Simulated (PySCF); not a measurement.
Estimate the missing entries of this data sheet.

Species: PF₃.
SMILES: `FP(F)F`

```csv
property,level,value
point group,PBE0-D3(BJ)/def2-SVP,C3v
"rotational constants A, B, C",PBE0-D3(BJ)/def2-SVP,"7.518, 7.508, 4.633 GHz"
dipole moment,PBE0/def2-SVPD,?
HOMO energy,PBE0/def2-SVPD,-9.57 eV
LUMO energy,PBE0/def2-SVPD,?
lowest singlet excitation,TDDFT PBE0/def2-SVPD,"8.05 eV (154 nm, f = 0.355 summed over 2 states within 0.01 eV)"
lowest triplet excitation (Tamm–Dancoff),TDA PBE0/def2-SVPD,?
static isotropic polarisability,PBE0/def2-SVPD,25.9 au
vertical ionisation energy,ΔSCF PBE0/def2-SVPD,?
electronic spatial extent ⟨r²⟩ about the centre of nuclear charge,PBE0/def2-SVPD,?
"isotropic shieldings of nuclei other than C and H, by class",GIAO KT2/pcSseg-1,?
```

Electronic properties: PySCF, gas phase, density fitting.

**Question.** Give the lowest triplet excitation (Tamm–Dancoff).

**Answer.** 5.78 eV.

**Question.** What is the vertical ionisation energy?

**Answer.** 12.32 eV.

**Question.** What are the isotropic shieldings of nuclei other than C and H, by class?

**Answer.** 178 (3 F), 187 (1 P) ppm.

**Question.** What is the LUMO energy?

**Answer.** -0.57 eV.

**Question.** Give the dipole moment.

**Answer.** 1.28 D.

**Question.** What is the electronic spatial extent ⟨r²⟩ about the centre of nuclear charge?

**Answer.** 269 bohr².

The rotational constants are those of an oblate symmetric top; the small spread among constants that symmetry makes equal is optimisation noise. The polarisability is 3.84 Å³ as a volume (1 au = 0.148185 Å³), or 0.62 au for each of the 42 electrons. In wavenumbers S1 is 65000 cm⁻¹ (1 eV = 8065.54 cm⁻¹). The ΔSCF ionisation energy exceeds −ε(HOMO) by 2.75 eV with PBE0.

For the geometry optimisation (PBE0-D3(BJ)/def2-SVP), hardware: Arm Neoverse V1, one thread, on a shared host. Cost: 3.9 s wall.
